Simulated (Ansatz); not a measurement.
# RPA@PBE/STO-3G run of [CHO2]− (formate(1-))

Aim: the energy change on altering one bond length of [CHO2]− (formate(1-)) at RPA@PBE/STO-3G, from 2 runs. 

Program for the calculation: Ansatz 0.2.0.

8 further runs of the same task are left out: 5 that didn't finish, 3 set aside as unsound or not needed.

## Step 1: Starting point

[CHO2]−: 4 atoms, total charge -1, spin state singlet. As SMILES, `O=C[O-]`. Geometry: relaxed at PBE0-D4/def2-TZVPD.

Bond lengths: O1–C2 1.246 Å, C2–O3 1.246 Å, C2–H4 1.139 Å. Angles: O1–C2–O3 130.4°, O1–C2–H4 114.8°, O3–C2–H4 114.8°.

## Step 2: A single-point energy at RPA@PBE/STO-3G

in.yaml

```yaml
crystal:
  periodic: [false, false, false]
  atoms:
    - {symbol: O, position_ang: [-1.183780, 0.021190, 0.418310]}
    - {symbol: C, position_ang: [-0.008510, -0.020630, 0.007780]}
    - {symbol: O, position_ang: [0.790720, -0.973690, -0.058790]}
    - {symbol: H, position_ang: [0.401570, 0.973130, -0.367300]}
basis:
  gaussian:
    orbitals: STO-3G
correlation:
  method: rpa
  frozen_orbitals: {C: 1, H: 0, O: 1}
total_charge: -1
accuracy: high
hamiltonian:
  xc: pbe
```

Started as:

```console
$ ansatz run in.yaml --threads 1 --pin off --max-ram 3480MiB --events-out events.jsonl --progress --plain --runs-dir runs
```

The program printed:

```text
Warning: RAYON_NUM_THREADS=1 ignored (pool sized by the plan → 1); use --threads N
Functional definition: PBE
  name "PBE"
  parameter kappa = 0.804
  parameter beta = 0.06672455060314922
  exchange = pbe_x(kappa = kappa, mu = beta*pi^2/3)
  correlation = pbe_c(beta = beta)
276 factors; integrals over basis functions are off by at most 2.1e-8 eV
mean field evaluation 1: about -5065.4243 eV, gradient 2.6e1 eV
mean field evaluation 2: about -5065.3692 eV, gradient 2.6e1 eV
mean field evaluation 4: about -5067.2056 eV, gradient 2.6e0 eV
mean field evaluation 8: about -5067.2332 eV, gradient 5.8e-2 eV
mean field evaluation 16: about -5067.2332 eV, gradient 1.5e-7 eV
mean field -5067.23324010 eV, -186.2173868798 hartree, gradient 6.2e-9 eV, S^2 0.000000; 0 other end points of the search recorded, 0 dependent functions left out
3 core orbitals not correlated: weight in the atoms' cores, before any rotation towards them, 1.000 or more for the frozen orbitals, at most 0.000 for the correlated occupied ones
reference -5045.84997393 eV, -185.4315663419 hartree; 9, 9 occupied and 4, 4 virtual orbitals, 276 factors
Total energy: -5053.16749382 eV, -185.7004802379 hartree
```

It took 0.56 s on 1 thread of Intel Xeon 6975P-C (Granite Rapids), shared host.

## Step 3: The distorted shape, same level

input.yaml

```yaml
crystal:
  periodic: [false, false, false]
  atoms:
    - symbol: O
      position_ang: [-1.477586, 0.031645, 0.520939]
    - symbol: C
      position_ang: [-0.008510, -0.020630, 0.007780]
    - symbol: O
      position_ang: [0.790720, -0.973690, -0.058790]
    - symbol: H
      position_ang: [0.401570, 0.973130, -0.367300]
basis:
  gaussian: {orbitals: STO-3G}
total_charge: -1
hamiltonian: {xc: pbe}
correlation: {method: rpa, frozen_orbitals: {C: 1, H: 0, O: 1}}
accuracy: high
```

Started as:

```console
$ ansatz run input.yaml --threads 1 --pin off --max-ram 3480MiB --events-out events.jsonl --progress --plain --runs-dir runs
```

The program printed (excerpt; [...] marks lines left out):

```text
Warning: RAYON_NUM_THREADS=1 ignored (pool sized by the plan → 1); use --threads N
[... 6 set-up lines as earlier in the session ...]
273 factors; integrals over basis functions are off by at most 2.9e-8 eV
mean field evaluation 1: about -5063.2700 eV, gradient 2.9e1 eV
mean field evaluation 2: about -5063.1879 eV, gradient 2.9e1 eV
mean field evaluation 4: about -5065.6171 eV, gradient 1.7e1 eV
mean field evaluation 8: about -5066.3410 eV, gradient 3.6e-1 eV
mean field evaluation 16: about -5066.3395 eV, gradient 3.8e-6 eV
mean field -5066.33950398 eV, -186.1845426831 hartree, gradient 2.6e-8 eV, S^2 0.000000; 0 other end points of the search recorded, 0 dependent functions left out
3 core orbitals not correlated: weight in the atoms' cores, before any rotation towards them, 1.000 or more for the frozen orbitals, at most 0.000 for the correlated occupied ones
reference -5043.68752366 eV, -185.3520977603 hartree; 9, 9 occupied and 4, 4 virtual orbitals, 273 factors
Total energy: -5052.49358364 eV, -185.6757144955 hartree
```

Run time: 0.69 s. Hardware: 1 thread of Intel Xeon 6975P-C (Granite Rapids), shared host.

## Step 4: Outcome

Level: RPA@PBE/STO-3G, 3 core orbitals frozen.

| quantity | value |
| --- | --- |
| first shape: total energy | -185.70048 Eh |
| first shape: RPA correlation energy (valence) | -268.9 mEh |
| distorted shape: total energy | -185.67571 Eh |
| distorted shape: RPA correlation energy (valence) | -323.6 mEh |
| energy change with the O1–C2 bond stretched from 1.246 to 1.557 Å | 0.674 eV |

What this shows: With the O1–C2 bond stretched from 1.246 to 1.557 Å the energy rises by 0.67 eV (15.5 kcal/mol). The first shape isn't relaxed at this level, so the change isn't measured from a minimum. The minimal basis adds a large error of its own.
